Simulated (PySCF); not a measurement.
# H2O3S: the cost of one run

Computed with PySCF 2.14.0 and routines of our own; the level stands in each step. Atoms count from 0.

## 1. The system as given

6 atoms, charge 0, multiplicity 1; geometry from: GFN2-xTB.

## 2. Relaxing the molecule at PBE0/def2-SVP

What the job is given:

```
{"job": {"xc": "PBE0", "basis": "def2-SVP", "grid": 1, "kind": "geom"}, "charge": 0, "multiplicity": 1}
O     -1.069146    -1.193158    -0.626871
S     -0.411098    -0.072715    -0.067045
O     -0.556519     1.233114    -0.617052
O      1.148715    -0.373552     0.105518
H     -0.759196    -0.011656     1.273055
H      1.650368     0.419957    -0.089179
```

The run is started by

```console
$ OMP_NUM_THREADS=1 python excited_run.py task.json out
```

The driver reads the jobs from task.json and runs them one after another.

**Question.** How long does this run take on 1 thread of Arm Neoverse N1, shared host?

About 13 s.
